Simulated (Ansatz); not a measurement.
Cubic perovskite BaTiO3 (cubic high-temperature phase) was calculated with PBE0 (PAW; Ansatz, a quantum-chemistry and plane-wave program).

Settings: plane-wave cutoff 460 eV, 6×6×6 k mesh, Fermi–Dirac smearing 0.01 eV, no spin polarisation, scalar-relativistic PAW data made under PBE.

Energies at three volumes about the minimum:

| V (Å³/atom) | E − E_lowest (meV/atom) |
|---|---|
| 12.240 | 5.50 |
| 12.554 | 0.00 |
| 12.727 | 0.99 |

**Question.** Fit a parabola by hand: where is the minimum, what lattice constant follows, and what is the bulk modulus?

**Answer.** Slopes: (0.00 − 5.50)/(12.554 − 12.240) = -17.516 and (0.99 − 0.00)/(12.727 − 12.554) = 5.723 meV/Å³. Curvature E″ = 2 × (5.723 − (-17.516))/(12.727 − 12.240) = 95.437 meV/Å⁶. From the middle of the first interval, the slope vanishes at V0 = 12.3970 − (-17.516)/95.437 = 12.581 Å³/atom. B = V0 E″ = 12.581 × 95.437 meV/Å³ × 0.1602 GPa per meV/Å³ = 192 GPa. With 5 atoms in the cube, a = (5 × 12.581)^(1/3) = 3.977 Å. The full Birch–Murnaghan fit to all volumes gives V0 = 12.577 Å³/atom and B0 = 187 GPa.

Measured, for comparison: bulk modulus 162 GPa (temperature not stated, not corrected to a static lattice, sources range from 162 to 173; as tabulated in Matsushita et al. (2011), arXiv:1104.2769). Computed less measured: bulk modulus +15 % (+8 % to +15 % over the range).

Note: the relaxation could not lower the start's symmetry, so the cell can be a saddle point above a distorted one.
